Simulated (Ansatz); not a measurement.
Geometry optimisation, RKS PBE-D4/6-31G* in Ansatz 0.2.0.

The input (input.yaml):

```yaml
crystal:
  periodic: [false, false, false]
  atoms:
    - { symbol: Si, position_ang: [0.423641, 0.055652, -0.072215] }
    - { symbol: H, position_ang: [0.083987, -0.166065, 1.348076] }
    - { symbol: H, position_ang: [1.919307, -0.052891, -0.187467] }
    - { symbol: H, position_ang: [0.007853, 1.41664, -0.521795] }
    - { symbol: H, position_ang: [-0.181726, -1.021551, -0.918056] }
    - { symbol: O, position_ang: [-2.352826, 0.264494, 0.670339] }
    - { symbol: C, position_ang: [-3.192415, -0.823046, 0.278432] }
    - { symbol: H, position_ang: [-2.613265, -1.719705, -0.020605] }
    - { symbol: H, position_ang: [-3.910701, -1.108572, 1.075452] }
    - { symbol: H, position_ang: [-3.772477, -0.480713, -0.594262] }
    - { symbol: H, position_ang: [-1.777977, -0.043644, 1.418703] }
basis:
  gaussian: { orbitals: "6-31G*" }
hamiltonian:
  xc: pbe
  dispersion: d4
relax:
  f_tol: 0.03
  max_steps: 50
output:
  orbitals: {}
```

Run as:

```bash
$ ansatz run input.yaml --threads 1 --pin off --max-ram 2048MiB --backend cpu --events-out ev --progress --plain --runs-dir out
```

Question: Where does it end, and by what steps?

Answer: It converged. After 9 steps the energy has fallen by 0.070 eV; H11 moved furthest, 0.45 Å.

| step | energy less start (eV) | largest force component (eV/Å) | accepted |
| --- | --- | --- | --- |
| 0 | 0.0000 | 0.574 | yes |
| 1 | -0.0516 | 0.306 | yes |
| 2 | -0.0135 | 1.289 | no |
| 3 | -0.0626 | 0.050 | yes |
| 4 | -0.0650 | 0.071 | yes |
| 5 | -0.0670 | 0.071 | yes |
| 6 | -0.0682 | 0.079 | yes |
| 7 | -0.0692 | 0.076 | yes |
| 8 | -0.0695 | 0.072 | yes |
| 9 | -0.0698 | 0.024 | yes |

```xyz
11
Properties=species:S:1:pos:R:3
Si 0.460 0.059 -0.107
H 0.367 -0.200 1.368
H 1.910 -0.078 -0.485
H 0.017 1.446 -0.442
H -0.307 -0.974 -0.873
O -2.393 0.252 0.769
C -3.161 -0.840 0.261
H -2.575 -1.780 0.189
H -4.071 -1.031 0.866
H -3.475 -0.554 -0.755
H -2.140 0.022 1.685
```

Whether the end is a true minimum wasn't checked by a vibrational analysis.

Run time: 23 s on 1 thread of Arm Neoverse V1, with other jobs on the host, peak memory 0.13 GiB.
